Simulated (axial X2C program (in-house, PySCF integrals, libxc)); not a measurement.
Nuclear properties of NSiO

Computed with an in-house all-electron X2C program for linear molecules (integrals from PySCF): two-component X2C with atomic mean-field Coulomb and Gaunt terms, Gaussian nuclei, basis N dyall-av3z, Si dyall-v3z, O dyall-av3z with contracted cores.

N–Si–O held linear, with bonds 1.647 and 1.517 Å (near the PBE0 minimum at charge 0 of the determinant lowest at the starting distance; the state shown can have its own minimum elsewhere, held linear; other orders of the atoms were not compared).

Determinant lowest in the PBE0 search, Ω = 3/2 (⟨Sz⟩ = 0.50, ⟨Lz⟩ = 1.00 at PBE0), spin on the atoms N 0.47, Si -0.01, O 0.04:

```
level  Eeff magnitude (GV/cm)  Ws magnitude Si (kHz)  A∥/gI N (MHz)  qzz N (a.u.)  A∥/gI Si (MHz)  qzz Si (a.u.)  A∥/gI O (MHz)  qzz O (a.u.)  μ (D)
 PBE0                  0.0118                0.00273           91.2         -0.03           -4.26          -1.95           24.2          0.39  -0.29
   HF                  0.0386                0.00897           89.6         -0.04           -39.7          -2.48           18.3          0.38  -0.45
  PBE                 0.00844                0.00191           88.6         -0.02           -2.06          -1.71           31.7          0.33  -0.09
```

Determinant 0.01 eV from it at PBE0 and this distance, Ω = 1/2 (⟨Sz⟩ = -0.50, ⟨Lz⟩ = 1.00 at PBE0), spin on the atoms N -0.46, Si 0.00, O -0.04:

| level | Eeff magnitude (GV/cm) | Ws magnitude Si (kHz) | A∥/gI N (MHz) | qzz N (a.u.) | A∥/gI Si (MHz) | qzz Si (a.u.) | A∥/gI O (MHz) | qzz O (a.u.) | μ (D) |
| --- | --- | --- | --- | --- | --- | --- | --- | --- | --- |
| PBE0 | 0.0125 | 0.00868 | 459 | -0.03 | 164 | -1.95 | 104 | 0.39 | -0.29 |
| HF | 0.0402 | 0.0282 | 364 | -0.04 | 306 | -2.48 | 70.1 | 0.38 | -0.44 |
| PBE | 0.0089 | 0.00607 | 454 | -0.02 | 149 | -1.71 | 150 | 0.33 | -0.09 |

Eeff is the effective electric field on the electron electric dipole moment in this Ω state and Ws the scalar–pseudoscalar constant of the nucleus named (defined with the proton number Z and per Ω); A∥ (defined per Ω) follows by multiplying with gI = μI/(I μN); qzz is the electric field gradient, eQq0 = 234.96 MHz × Q/barn × qzz; μ is positive if the O end (last atom) is positive. The operators were transformed with the bare-nucleus X2C matrices; with these basis sets, hyperfine constants and field gradients can be off by tens of per cent, and where levels differ in sign neither size nor sign is settled.

Question: With gI(14N) = 0.4038, gI(17O) = -0.7575, Q(17O) = -0.02558 barn (g factors from the IAEA table of nuclear moments by Stone; Q from Pyykkö, Mol. Phys. 2018), turn the PBE0 values of the first state into constants in MHz.

Answer: A∥(14N) = 91.2 × 0.4038 = 36.8 MHz; A∥(17O) = 24.2 × -0.7575 = -18.3 MHz; eQq0(17O) = 234.96 × (-0.02558) × (0.39) = -2.34 MHz.

The molecule was held linear; bending was not examined, so a bent shape may lie lower.

Each state is one determinant with collinear spin. Unrestricted Hartree–Fock can overshoot spin polarisation at the nuclei. Where Eeff spreads by more than a factor of two the levels disagree and none is to be relied on. The search compared states at one distance, so a state with another bond length can lie lower. Where a field gradient or hyperfine factor spreads by more than a factor of two over the levels, a constant derived from it is not to be relied on. PBE0 term energies can be off by some tenths of an eV.
